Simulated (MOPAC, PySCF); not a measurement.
C2H6O, SMILES `COC`, neutral singlet in the gas phase. 

Cartesian coordinates (Å):
```xyz
9

C     -1.1528     0.0017     0.1497
O      0.0354    -0.5818     0.5759
C      1.1559    -0.0767    -0.0748
H     -1.9788    -0.4548     0.7133
H     -1.3354    -0.1625    -0.9324
H     -1.1699     1.0964     0.3298
H      1.1154    -0.2456    -1.1707
H      1.2810     1.0132     0.0916
H      2.0424    -0.5915     0.3223
```
Charge 0, multiplicity 1.

All levels are single points at this geometry (PBE0-D4/def2-SVP); Pople sets use spherical d functions. Orbital energies aren't observables, and empty levels follow the basis.

PBE0-D4/def2-TZVP in PySCF gives gap (eV) = 8.81.

Question: Estimate the gap (eV) from each of these levels: PBE-D3(BJ)/def2-TZVP in PySCF; M06-2X/6-31G* in PySCF; SVWN5/6-31G* in PySCF; HF/STO-3G in PySCF; PM7 in MOPAC.

Answer: 
```csv
level,gap (eV)
PBE-D3(BJ)/def2-TZVP in PySCF,6.40
M06-2X/6-31G* in PySCF,12.47
SVWN5/6-31G* in PySCF,7.14
HF/STO-3G in PySCF,24.93
PM7 in MOPAC,12.43
```
